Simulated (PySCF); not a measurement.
Atom-mapped SMILES (the numbers label the heavy atoms): `[CH:1]#[C:2][c:3]1[cH+:4][c:5]1[F:6]`. Each H is labelled by its parent atom.

Geometry: PBE0-D3(BJ)/def2-SVP; GIAO shifts from PySCF 2.14.0 with density-fitted response routines, gas phase, non-relativistic, averaged over equivalent atoms.

At PBE0/pcSseg-1 (112 basis functions, 12 s wall time on 1 thread of an Arm Neoverse N1, shared host):
| atoms | δ (ppm) |
| --- | --- |
| C5 | 168.2 |
| C3 | 154.1 |
| C4 | 153.6 |
| C1 | 153.3 |
| C2 | 65.6 |
| F6 | -54.3 |
| H(C4) | 8.61 |
| H(C1) | 6.87 |

Chemical shifts δ = σref − σ; 13C (σ = 184.41 ppm) and 1H (σ = 31.27 ppm) against TMS; 19F (σ = 177.25 ppm) vs CFCl3, all at this level.

Predict the values at B97-2/pcSseg-2 on the same geometry.

Answers


```tsv
atoms	δ at B97-2/pcSseg-2	change
C5	166.9	-1.3
C3	153.8	-0.3
C4	151.9	-1.7
C1	150.6	-2.7
C2	64.9	-0.7
F6	-62.5	-8.2
H(C4)	8.56	-0.05
H(C1)	6.54	-0.33
```

Shifts are taken against calculated references (same method and geometry level): TMS for 13C (σ = 183.46 ppm), 1H (σ = 31.36 ppm); CFCl3 for 19F (σ = 177.41 ppm).

The largest change is at F6 (fluorine on an unsaturated ring). Cost: 244 basis functions, 37 s wall time on 1 thread of an Arm Neoverse N1, shared host. The order of the carbon signals is the same at both levels.

Unscaled 19F shifts against computed CFCl3 carry errors that often reach 10 to 50 ppm.
